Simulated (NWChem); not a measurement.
System: DMSO (C2H6OS); SMILES CS(C)=O

The following NWChem deck was run.

```
start job
memory heap 200 mb stack 900 mb global 1100 mb
geometry units angstroms noautoz
  C      0.828182     1.367399     0.192665
  S     -0.235025     0.000558    -0.454327
  C      0.821473    -1.371397     0.192825
  O     -1.497760     0.003696     0.386388
  H      0.292549     2.305425    -0.045580
  H      1.822588     1.357417    -0.295519
  H      0.909146     1.249754     1.291066
  H      0.902975    -1.254039     1.291218
  H      0.281268    -2.306820    -0.045337
  H      1.815932    -1.366328    -0.295327
end
basis spherical
  * library sto-3g
end
dft
  xc hfexch
  iterations 150
  vectors input atomic output neutral.movecs
end
task dft energy
charge 1
dft
  odft
  mult 2
  vectors input atomic output cation.movecs
end
task dft energy
```

Parts of the log:

```
             Northwest Computational Chemistry Package (NWChem) 7.3.0
             --------------------------------------------------------

 CS  symmetry detected

                             Geometry "geometry" -> ""
                             -------------------------

 Output coordinates in angstroms (scale by  1.889725989 to convert to a.u.)

  No.       Tag          Charge          X              Y              Z
 ---- ---------------- ---------- -------------- -------------- --------------
    1 C                    6.0000     0.81682580     0.20716905     1.36940207
    2 S                   16.0000    -0.23078119    -0.45955094     0.00000000
    3 C                    6.0000     0.81682580     0.20716905    -1.36940207
    4 O                    8.0000    -1.50897526     0.35747480     0.00000000
    5 H                    1.0000     0.28343993    -0.04102230     2.30612933
    6 H                    1.0000     1.82019009    -0.26237334     1.36187652
    7 H                    1.0000     0.87756573     1.30688968     1.25190027
    8 H                    1.0000     0.87756573     1.30688968    -1.25190027
    9 H                    1.0000     0.28343993    -0.04102230    -2.30612933
   10 H                    1.0000     1.82019009    -0.26237334    -1.36187652

 Effective nuclear repulsion energy (a.u.)     180.8275352157

      Symmetry information
      --------------------

 Group name             Cs
 Group number              2
 Group order               2
 No. of unique centers     6

  xc_inp: hfexch multiplicative factor not found.

                                 NWChem DFT Module
                                 -----------------

 Summary of "ao basis" -> "ao basis" (spherical)
 ------------------------------------------------------------------------------
       Tag                 Description            Shells   Functions and Types
 ---------------- ------------------------------  ------  ---------------------
 C                           sto-3g                  3        5   2s1p
 S                           sto-3g                  5        9   3s2p
 O                           sto-3g                  3        5   2s1p
 H                           sto-3g                  1        1   1s

      Symmetry analysis of basis
      --------------------------

        a'         19
        a"         11

            General Information
            -------------------
          SCF calculation type: DFT
          Wavefunction type:  closed shell.
          No. of atoms     :    10
          No. of electrons :    42
           Alpha electrons :    21
            Beta electrons :    21
          Charge           :     0
          Spin multiplicity:     1
          Use of symmetry is: on ; symmetry adaption is: on
          Maximum number of iterations: 150
          AO basis - number of functions:    30
                     number of shells:    20
          Convergence on energy requested:  1.00D-06
          Convergence on density requested:  1.00D-05
          Convergence on gradient requested:  5.00D-04

              XC Information
              --------------
                     Hartree-Fock (Exact) Exchange  1.000

      Superposition of Atomic Density Guess
      -------------------------------------

 Sum of atomic energies:        -544.04591954

      Non-variational initial energy
      ------------------------------

 Total energy =    -544.339134
 1-e energy   =   -1116.033730
 2-e energy   =     390.867061
 HOMO         =      -0.098089
 LUMO         =       0.376037

      Symmetry analysis of molecular orbitals - initial
      -------------------------------------------------

  Numbering of irreducible representations:

     1 a'          2 a"

  Orbital symmetries:

     1 a'          2 a'          3 a'          4 a"          5 a'
     6 a'          7 a"          8 a'          9 a'         10 a'
    11 a"         12 a'         13 a'         14 a'         15 a"
    16 a'         17 a"         18 a"         19 a'         20 a"
    21 a'         22 a"         23 a'         24 a'         25 a'
    26 a'         27 a"         28 a"         29 a"         30 a'

   convergence    iter        energy       DeltaE   RMS-Dens  Diis-err
 ---------------- ----- ----------------- --------- --------- ---------
 d= 0,ls=0.0,diis     1   -544.9813698963 -7.26D+02  6.40D-02  7.40D-01
 d= 0,ls=0.0,diis     2   -545.0654910401 -8.41D-02  2.98D-02  5.00D-01
 d= 0,ls=0.0,diis     3   -545.1526621660 -8.72D-02  7.70D-03  1.04D-02
 d= 0,ls=0.0,diis     4   -545.1568960225 -4.23D-03  2.76D-03  7.90D-04
 d= 0,ls=0.0,diis     5   -545.1573125958 -4.17D-04  9.44D-04  6.76D-05
  Resetting Diis
 d= 0,ls=0.0,diis     6   -545.1573448432 -3.22D-05  1.24D-04  1.99D-06
 d= 0,ls=0.0,diis     7   -545.1573457053 -8.62D-07  3.94D-05  2.86D-07
 d= 0,ls=0.0,diis     8   -545.1573458539 -1.49D-07  3.42D-05  7.61D-08
 d= 0,ls=0.0,diis     9   -545.1573459086 -5.48D-08  9.89D-06  1.12D-08

         Total DFT energy =     -545.157345908639
      One electron energy =    -1113.730973702891
           Coulomb energy =      433.854231289803
    Exchange-Corr. energy =      -46.108138711259
 Nuclear repulsion energy =      180.827535215707

 Numeric. integr. density =        0.000000000000

                  Occupations of the irreducible representations
                  ----------------------------------------------

                     irrep           alpha         beta
                     --------     --------     --------
                     a'               14.0         14.0
                     a"                7.0          7.0

                       DFT Final Molecular Orbital Analysis
                       ------------------------------------

[...]
```

Level: Hartree-Fock/STO-3G, vertical spin-unrestricted ions. All runs use the structure optimised with PBE-D3(BJ)/def2-SVP.
